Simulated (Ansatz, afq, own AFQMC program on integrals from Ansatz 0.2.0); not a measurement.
AFQMC on a folder of integrals that Ansatz 0.2.0 wrote.

```yaml
crystal:
  periodic: [false, false, false]
  atoms:
    - {symbol: Si, position_ang: [0.000000, -0.150949, 1.114441]}
    - {symbol: O, position_ang: [0.000000, 0.194230, -2.075940]}
    - {symbol: H, position_ang: [0.000000, 1.122986, 1.899064]}
basis:
  gaussian: {orbitals: cc-pVDZ}
magnetization: {spin_polarized: true, initial_magnetization: 3}
correlation: {method: ccsd_t, electrons: outside_noble_gas, hamiltonian_folder: ham}
```

```sh
$ ansatz run in.yaml --threads 1 --pin off --events-out ev --progress --plain --max-ram 1382MiB
```

Options of the walk:

```
--method phaseless --trial hf --walkers 120 --populations 1 --least-time 40 --time-step 0.005 --steps-per-block 20 --equilibration-blocks 160 --max-blocks 600 --target-error 0.002400 --factor-cut 1e-05 --start spin_pure --seed 9169 --taylor-order 6
```

Times are imaginary, in 1/Eh. The walk had a cap of 766 s.

Log:

```
orbitals 31  electrons 7 4  factors 199 of 362
reference energy -364.22253594 Eh
CCSD correlation -0.20713044 Eh in 27 cycles, weight of the determinant in the CISD state 0.8918
energy of the start -364.223191 Eh
 block  time / (1/Eh)  mean weight  energy / Eh
     1     0.100  1.0021  -364.273862
     2     0.200  1.0005  -364.312375
     3     0.300  1.0021  -364.327930
     4     0.400  1.0014  -364.350086
     5     0.500  1.0017  -364.365031
     7     0.700  1.0009  -364.381325
     9     0.900  0.9999  -364.398134
    17     1.700  1.0001  -364.412559
    49     4.900  0.9991  -364.450330
    81     8.100  1.0003  -364.450124
   113    11.300  0.9987  -364.426021
   145    14.500  1.0008  -364.430871
   177    17.700  1.0011  -364.409901
   209    20.900  1.0008  -364.407117
   241    24.100  0.9989  -364.418999
   257    25.700  0.9996  -364.536825
   273    27.300  1.0017  -364.453710
   305    30.500  0.9986  -364.411779
   337    33.700  1.0023  -364.449169
   369    36.900  1.0011  -364.429114
   401    40.100  1.0004  -364.434089
   433    43.300  0.9998  -364.462243
   449    44.900  1.0004  -364.393563
   465    46.500  0.9990  -364.427432
   497    49.700  0.9993  -364.425548
   529    52.900  1.0022  -364.417994
   561    56.100  0.9964  -364.415676
   593    59.300  0.9991  -364.452222
   625    62.500  0.9993  -364.420529
   657    65.700  1.0027  -364.442044
blocks merged  error / Eh  count
     1  0.001060  500
     2  0.001406  250
     4  0.001831  125
     8  0.002132  62
    16  0.002321  31
    32  0.002951  15
energy -364.433293 +/- 0.002321 Eh
(rows thinned)
```

The run passed its tests (sampling time, drift between the halves within three errors, error under three times the target), which doesn't prove that it has relaxed.

Against this walk (error 63.2 meV) on the same determinant: CCSD(T) 27.4 meV higher (within the noise), CCSDT(Q) 1.7 meV higher (within the noise), a separate phaseless walk with a CISD trial and standard settings 38.4 ± 63.8 meV higher (within the noise). The error is statistical and leaves out the bias of the constraint.

Cautions: constraint bias not in the error; lower spins were not checked.

The walk took 100 s on 1 thread of AMD EPYC 9R14 (Zen 4) (shared host). The log's last line is the phaseless energy.

CCSDT and higher add their correlation energy to the determinant of the CCSD(T) run, since their own runs factorise the integrals more tightly (a shift of under 2 meV). A walk keeps the symmetry of its determinant, which the program's search chose and which needn't be the lowest solution, so a lower state of the same spin and another symmetry isn't excluded.
